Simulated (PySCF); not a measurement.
Compound: H₆NSi₂ (doublet state).
Numbering: `[SiH2:1][NH:2][SiH3:3]` (hydrogens: H4, H5 on Si1; H6 on N2; H7, H8, H9 on Si3)

Geometry (GFN2-xTB, Å), atoms numbered from 1 in this order:
```
atom  x, y, z in Å
Si1    1.7130   -0.2442   -0.4886
N2     0.3254    0.5242    0.2150
Si3   -1.3488    0.1095    0.0956
H4     1.3538   -1.6073   -0.8500
H5     2.8152   -0.1285    0.4636
H6     0.5348    1.3383    0.7693
H7    -1.6387   -1.0763    0.9110
H8    -1.6507   -0.1771   -1.3070
H9    -2.0904    1.2674    0.5932
```

The hyperfine couplings belong to this conformer and change with its torsions.

Computed, not measured: UKS B3LYP, pcH-1 on H N Si, non-relativistic, mean-field spin-orbit, GIAO in PySCF. The structure is a single GFN2-xTB conformer in the gas phase; no vibrational or solvent corrections. A GFN2-xTB geometry isn't a minimum of the functional, and hyperfine couplings can be far from their values at a DFT geometry, by a factor of two or more for some ions and for spin on atoms past the first row. No stability test was run, so a lower SCF solution isn't excluded.

Question: Where do the isotropic ENDOR lines of N2, H4/H5, H6 and H7/H8/H9 fall at 341.9 mT, to first order?

Answer: ν± = |νn ± a/2|, one line for each electron-spin manifold; νn = |g_N| × 7.62259 MHz/T × B.

```tsv
nuclei	isotope	g_N	νn (MHz)	a_iso (MHz)	lower line (MHz)	upper line (MHz)
N2	14N	0.4038	1.05	13.18	5.54	7.64
H4/H5	1H	5.5857	14.56	85.98	28.43	57.55
H6	1H	5.5857	14.56	-9.85	9.63	19.48
H7/H8/H9	1H	5.5857	14.56	4.23	12.44	16.67
```

Question: Which pairs are centred on the nuclear Larmor frequency, and which on half the coupling?

Answer: Centred on νn, since |a| < 2νn: H6 and H7/H8/H9. Centred on |a|/2 and split by 2νn: N2 and H4/H5.

Question: At what field would the lower line of N2 fall to zero frequency?

Answer: Where νn = |a|/2, that is B = 6.59 MHz/(0.4038 × 7.62259 MHz/T) = 2140 mT, as far as first order holds there.

Class means assume fast exchange of nuclei equivalent by connectivity; if that motion is slow, each nucleus keeps its own coupling. The three 1H nuclei of mean +4.2 MHz run from -0.8 to 7.6 MHz in the frozen geometry. The 1H value of +86.0 MHz is a mean of couplings from 76.3 to 95.7 MHz in this one geometry, not an average over conformers.

Largest spin populations (Mulliken): Si1 (+0.82) and N2 (+0.11). Si1 is the only atom above +0.15. The angles at Si1 add up to 331.2°, so it is pyramidal.

The run took 16 s of wall time (grids of density and orbitals included) on an Arm Neoverse V2 with one thread, no GPU, shared host, and the process peaked at 0.52 GiB of memory.
